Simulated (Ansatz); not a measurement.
B2H5N (`BNB`) at its PBE0-D4/def2-TZVP geometry, where that method's forces vanish. The species carries charge 0 and has multiplicity 1.

```xyz
8

B     0.3143    1.1991   -0.2787
N     0.3839   -0.2147   -0.2190
B    -0.5553   -1.0643    0.4162
H    -0.6080    1.7474    0.2447
H     1.1737    1.8070   -0.8479
H     1.1737   -0.6565   -0.6694
H    -0.3843   -2.2485    0.3976
H    -1.4980   -0.5695    0.9564
```

Problem. What forces (eV/Å) does ωB97M-V/def2-TZVPP give on these atoms in Ansatz? (Estimate.)

Solution. Ansatz gave: 
```
B1  -0.019  0.216 -0.006
N2   0.106 -0.059 -0.060
B3  -0.148 -0.123  0.100
H4   0.117 -0.071 -0.066
H5  -0.107 -0.082  0.072
H6  -0.052  0.029  0.030
H7  -0.018  0.152 -0.001
H8   0.120 -0.062 -0.070
```
